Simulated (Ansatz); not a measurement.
**B₂H₂+ (quartet): from Hartree-Fock to the top rungs, cc-pVDZ**

How much of the correlation energy of B₂H₂+ (quartet) does each wave-function method recover here?

Program: Ansatz 0.2.0, Gaussian basis. Level of theory: cc-pVDZ, core rule «outside noble gas», up to 2 orbitals frozen. These are calculated values, not measurements.

To be run: UHF; CCSD(T) on ROHF; CCSD(T) on UHF; BCCD(T) on ROHF; CISD; CCSDT(Q) on ROHF; CCSDT(Q) on UHF; CISDTQ; CCSDTQ on ROHF; CCSDTQ on UHF; CASSCF and MRCISD+Q, 7 electrons in 10 orbitals; CASSCF and NEVPT2, 7 electrons in 10 orbitals; Full CI.

4 further runs of the same task are left out: 4 set aside as unsound or not needed.

### Step 1. What is computed

The geometry is a PBE0/def2-TZVP stationary point (not a proven minimum) of the parent state, kept for this charge and spin.

4 atoms, charge 1, spin multiplicity 4.

Atoms are counted from 1 here; the program's logs count them from 0.

Bond lengths: B1–B2 1.585 Å, B1–H3 1.197 Å, B1–H4 1.197 Å. Angles: B2–B1–H3 118.9°, B2–B1–H4 118.9°, H3–B1–H4 122.2°.

### Step 2. UHF

in.yaml

```yaml
crystal:
  periodic: [false, false, false]
  atoms:
    - {symbol: B, position_ang: [0.000000, 0.000000, 0.675628]}
    - {symbol: B, position_ang: [0.000000, 0.000000, -0.909454]}
    - {symbol: H, position_ang: [0.000000, 1.047868, 1.253990]}
    - {symbol: H, position_ang: [0.000000, -1.047868, 1.253990]}
basis:
  gaussian: {orbitals: cc-pVDZ}
total_charge: 1
magnetization: {spin_polarized: true, initial_magnetization: 3}
hamiltonian: {xc: hf}
output: {orbitals: {seedname: orbitals}}
```

On the command line:

```console
> ansatz run in.yaml --threads 1 --pin off --events-out ev --progress --plain --max-ram 2816MiB --backend cpu
```

Further steps of the session: CCSD(T) on ROHF; CCSD(T) on UHF; BCCD(T) on ROHF; CISD; CCSDT(Q) on ROHF; CCSDT(Q) on UHF; CISDTQ; CCSDTQ on ROHF; CCSDTQ on UHF; CASSCF and MRCISD+Q, 7 electrons in 10 orbitals; CASSCF and NEVPT2, 7 electrons in 10 orbitals; Full CI.

Before running them: what should the planned runs give, taken together? Wanted: FCI below the RHF energy; RMP2 from FCI; UMP2 from FCI; RCCSD from FCI; RCCSD(T) from FCI; UCCSD(T) from FCI; RCCSDT(Q) from FCI; UCCSDT(Q) from FCI; NEVPT2 valence from FCI.

**Answer**, as computed:

```
                         quantity                                                                                        value
         FCI below the RHF energy                                                                                   -3.6585 eV
                    RMP2 from FCI                                                                                 +92.5 kJ/mol
                    UMP2 from FCI                                                                                 +96.7 kJ/mol
                   RCCSD from FCI                                                                                 +14.7 kJ/mol
                RCCSD(T) from FCI                                                                                  +3.8 kJ/mol
                UCCSD(T) from FCI                                                                                  +3.8 kJ/mol
               RCCSDT(Q) from FCI                                                                                  +0.1 kJ/mol
               UCCSDT(Q) from FCI                                                                                  +0.1 kJ/mol
          NEVPT2 valence from FCI                                                                                 +56.7 kJ/mol
        MRCISD+Q valence from FCI                                                                                 +16.4 kJ/mol
levels within 1 kcal/mol (43 meV)  RCCSD(T), UCCSD(T), BCCD(T), RCCSDT, UCCSDT, CISDTQ, RCCSDT(Q), UCCSDT(Q), RCCSDTQ, UCCSDTQ
                    T1 diagnostic                                                                                        0.029
   effectively unpaired electrons                                                                                         3.05
```

**Reading.** RCCSD(T) misses by +3.8 kJ/mol, 1.1 % of the correlation energy. One determinant dominates. Of the multireference levels listed MRCISD+Q valence comes nearest in total energy (+16.4 kJ/mol), which doesn't show that its space is the better one. Coupled cluster took another determinant than the lowest Hartree-Fock one. These misses are within one basis, not against nature; the frozen cores of restricted and unrestricted runs differ, which can shift their rows.
